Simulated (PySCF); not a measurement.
Molecule: `C=CP1C=C1`, C$_{4}$H$_{5}$P.

Bonds (- single, = double, # triple, : aromatic): C1=C2, C2-P3, P3-C4, C4=C5, C5-P3. C1 carries H6, H7; C2 carries H8; C4 carries H9; C5 carries H10. H6 is cis to P3; H7 is trans to P3.

Frames of a GFN2-xTB Langevin trajectory at 400 K; GIAO PBE0/pcSseg-1 shieldings in PySCF, gas phase, non-relativistic; equivalent atoms averaged within each frame.

Scale: ¹³C (σref 186.93), ¹H (σref 31.72) vs TMS; H3PO4 for ³¹P (σref 318.38) (reference shieldings calculated alike). The references are static minima.

Question: How do the shifts (ppm) fluctuate along the trajectory?

Answer: 
```tsv
time (fs)	C2	C4/C5	C1	P3	H9/H10	H6	H8	H7
optimised geometry	165.8	135.9	133.4	-223.4	8.51	6.30	5.71	5.91
250	163.5	130.0	129.4	-270.4	8.08	6.11	5.87	5.26
425	179.3	128.9	139.7	-222.8	8.32	5.67	6.41	5.86
625	162.1	142.0	129.6	-197.4	9.10	5.78	6.27	5.63
800	154.9	156.7	132.2	-163.5	9.47	6.02	6.96	5.17
1000	166.1	136.6	129.6	-219.8	8.98	6.16	6.08	6.43
mean of frames	165.2	138.8	132.1	-214.8	8.79	5.95	6.32	5.67
standard deviation	8.9	11.3	4.4	39.1	0.57	0.22	0.41	0.51
```

5 frames give an uncertainty of the mean of about the standard deviation over 2.2 at best, since frames this close in time may not be independent; classical motion lacks zero-point vibration, and the reference would need the same averaging.
